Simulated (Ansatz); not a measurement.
# CF3+: small, medium and large basis sets

One table from this session's results is given with a row withheld; the runs are named, their logs left out.

Program: Ansatz 0.2.0, Gaussian basis. Level of theory: one geometry, several basis sets. These are calculated values, not measurements.

Levels to be run: PBE0-D4/def2-SVP; ωB97M-V/def2-SVP; PBE0-D4/def2-QZVPP; ωB97M-V/def2-QZVPP; the functionals' def2-TZVPP values are taken from earlier runs.

**The relaxed structure**

All runs share one geometry, relaxed beforehand with PBE0-D4 in a triple-zeta def2 set.

SMILES `F[C+](F)F`, 4 atoms, charge 1, spin multiplicity 1.

Atoms are counted from 1 here; the program's logs count them from 0.

Bond lengths: F1–C2 1.230 Å, C2–F3 1.230 Å, C2–F4 1.230 Å. Angles: F1–C2–F3 120.0°, F1–C2–F4 120.0°, F3–C2–F4 120.0°.

The first run:

Input file in.yaml:

```yaml
crystal:
  periodic: [false, false, false]
  atoms:
    - {symbol: F, position_ang: [0.698592, -0.114630, 1.005430]}
    - {symbol: C, position_ang: [0.000002, 0.000001, -0.000001]}
    - {symbol: F, position_ang: [-0.609544, -0.973367, -0.439397]}
    - {symbol: F, position_ang: [-0.089041, 1.087997, -0.566032]}
basis:
  gaussian: {orbitals: def2-SVP}
total_charge: 1
hamiltonian: {xc: pbe0, dispersion: d4}
output: {orbitals: {seedname: orbitals}}
```

Steps of the session up to this table: PBE0-D4 in def2-SVP; ωB97M-V in def2-SVP; PBE0-D4 in def2-QZVPP; ωB97M-V in def2-QZVPP.

One of the session's tables, all rows but one given; the rest of the session is left out.

It belongs to the step «Functionals by basis». 

```
functional       basis  HOMO (eV)  LUMO (eV)
   PBE0-D4    def2-SVP     -21.91     -10.58
   PBE0-D4  def2-TZVPP     -21.82     -10.38
   PBE0-D4  def2-QZVPP     -21.83     -10.38
   ωB97M-V    def2-SVP     -24.41      -7.95
   ωB97M-V  def2-TZVPP     -24.33      -7.76
   ωB97M-V  def2-QZVPP          ?          ?
```

Estimate the missing values for ωB97M-V, def2-QZVPP.

As computed: HOMO (eV): -24.34; LUMO (eV): -7.77. In the column «HOMO (eV)» it lies between ωB97M-V, def2-SVP (-24.41) and ωB97M-V, def2-TZVPP (-24.33).
